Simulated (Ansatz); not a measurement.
in.yaml

```yaml
crystal:
  periodic: [false, false, false]
  atoms:
    - {symbol: Ga, position_ang: [-0.009861, 0.033959, 1.154467]}
    - {symbol: P, position_ang: [0.088303, 0.981341, -1.336024]}
    - {symbol: P, position_ang: [-0.023504, -1.099619, -1.219652]}
    - {symbol: H, position_ang: [-1.309158, 1.285542, -1.323499]}
basis:
  gaussian: {orbitals: STO-3G, fitting: {mean_field: def2-universal-jkfit}}
total_charge: 1
magnetization: {spin_polarized: false, initial_magnetization: 1}
correlation: {method: fic_nevpt4_sd, electrons: all, active_space: {window: {electrons: 1, orbitals: 4}}}
```

```sh
$ ansatz run in.yaml --threads 1 --pin off --events-out ev --progress --plain --max-ram 2393MiB
```

The program prints:

```
540 factors; integrals over basis functions are off by at most 1.6e-2 eV
mean field evaluation 1: about -70068.6201 eV, gradient 9.1e0 eV
mean field evaluation 2: about -70069.3644 eV, gradient 3.5e0 eV
mean field evaluation 4: about -70069.7102 eV, gradient 2.6e0 eV
mean field evaluation 8: about -70069.9288 eV, gradient 1.3e-1 eV
mean field evaluation 16: about -70069.9198 eV, gradient 7.7e-1 eV
mean field evaluation 32: about -70069.8236 eV, gradient 1.7e0 eV
mean field evaluation 64: about -70072.7853 eV, gradient 4.7e0 eV
mean field evaluation 96: about -70066.1629 eV, gradient 1.3e1 eV
mean field evaluation 128: about -70073.2559 eV, gradient 3.6e-1 eV
mean field -70073.27921137 eV, -2575.1455136431 hartree, gradient 2.1e-6 eV, S^2 0.750000; 19 other end points of the search recorded, 0 dependent functions left out
reference -70073.27921137 eV, -2575.1455136431 hartree; 31, 30 occupied and 6, 7 virtual orbitals, 540 factors
state -70073.27921137 eV, -2575.1455136431 hartree
state -70073.27921137 eV, -2575.1455136431 hartree; corrected -70077.53697958 eV, -2575.3019837391 hartree
state -70069.10711112 eV, -2574.9921917871 hartree
state -70069.10711112 eV, -2574.9921917871 hartree; corrected -70073.61305817 eV, -2575.1577822867 hartree
state -70073.27921137 eV, -2575.1455136431 hartree; corrected -70077.53697958 eV, -2575.3019837391 hartree
state -70069.92968425 eV, -2575.0224207922 hartree
state -70069.92968425 eV, -2575.0224207922 hartree; corrected -70075.17808904 eV, -2575.2152961106 hartree
state -70073.27921137 eV, -2575.1455136431 hartree; corrected -70077.53697958 eV, -2575.3019837391 hartree
WARN: 3 active orbitals are nearly empty or full. The corrections depend on them more than the energy does, and are more stable in an active space without them
Total energy: -70077.53697958 eV, -2575.3019837391 hartree
```

Ran on 1 thread of Arm Neoverse V2, shared host: 15 s wall, 0.34 GiB peak host memory.
